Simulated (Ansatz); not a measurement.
Process, species as SMILES: PP (P2H4) + [H][H] (H2) → 2 P (PH3)
B3LYP-D3(BJ)/def2-TZVP geometries, fixed; electronic energies without zero-point terms.

Basis-set convergence of the energy of full hydrogenation at PBE with Ansatz (a quantum-chemistry and plane-wave program). Cartesian d functions, on some or all atoms, in 6-31G*, 6-31+G*, 6-311G**, 6-311+G**; all else is spherical. The program fits the integrals of some runs and decomposes those of others, by size. No added dispersion term, no relativity. Functions are those of the species that has most. Reference: the value in aug-pcseg-3, -3.57 kcal/mol, itself unsure by roughly 0.05 kcal/mol (its mean distance from aug-cc-pV(Q+d)Z, cc-pV(5+d)Z, def2-QZVPPD). Deviations are taken from unrounded values.

| basis | functions | energy of full hydrogenation (kcal/mol) |
|---|---|---|
| 6-31G* | 46 | -3.70 |
| 6-31+G* | 54 | -4.54 |
| def2-SVP | 56 | -5.58 |
| def2-SVPD | 80 | -5.62 |
| pcseg-1 | 56 | -5.18 |
| aug-pcseg-1 | 90 | -4.67 |
| cc-pV(D+d)Z | 66 | -4.87 |
| aug-cc-pV(D+d)Z | 100 | -5.07 |
| 6-311G** | 78 | -5.49 |
| 6-311+G** | 86 | -5.25 |
| def2-TZVP | 98 | -3.26 |
| def2-TZVPD | 122 | -3.40 |
| pcseg-2 | 124 | -4.27 |
| aug-pcseg-2 | 192 | -3.70 |
| cc-pV(T+d)Z | 134 | -3.49 |
| aug-cc-pV(T+d)Z | 202 | -3.63 |
| def2-TZVPP | 140 | -3.46 |
| def2-TZVPPD | 164 | -3.52 |
| cc-pV(Q+d)Z | 248 | -3.61 |
| aug-cc-pV(Q+d)Z | 362 | -3.66 |
| def2-QZVPP | 260 | -3.53 |
| def2-QZVPPD | 284 | -3.54 |
| pcseg-3 | 260 | -3.58 |
| aug-pcseg-3 | 374 | -3.57 |

What the diffuse functions change, pair by pair:
- 6-31G* to 6-31+G*: 8 more functions, deviation -0.13 to -0.97 kcal/mol
- def2-SVP to def2-SVPD: 24 more functions, deviation -2.01 to -2.05 kcal/mol
- pcseg-1 to aug-pcseg-1: 34 more functions, deviation -1.61 to -1.10 kcal/mol
- cc-pV(D+d)Z to aug-cc-pV(D+d)Z: 34 more functions, deviation -1.30 to -1.50 kcal/mol
- 6-311G** to 6-311+G**: 8 more functions, deviation -1.92 to -1.68 kcal/mol
- def2-TZVP to def2-TZVPD: 24 more functions, deviation 0.31 to 0.17 kcal/mol
- pcseg-2 to aug-pcseg-2: 68 more functions, deviation -0.70 to -0.13 kcal/mol
- cc-pV(T+d)Z to aug-cc-pV(T+d)Z: 68 more functions, deviation 0.07 to -0.06 kcal/mol
- def2-TZVPP to def2-TZVPPD: 24 more functions, deviation 0.11 to 0.05 kcal/mol
- cc-pV(Q+d)Z to aug-cc-pV(Q+d)Z: 114 more functions, deviation -0.04 to -0.09 kcal/mol
- def2-QZVPP to def2-QZVPPD: 24 more functions, deviation 0.04 to 0.03 kcal/mol
- pcseg-3 to aug-pcseg-3: 114 more functions, deviation -0.01 to 0.00 kcal/mol

Leaving out the reference's own pair, they bring the value nearer the reference by more than 0.05 kcal/mol in 5 of 11 pairs.
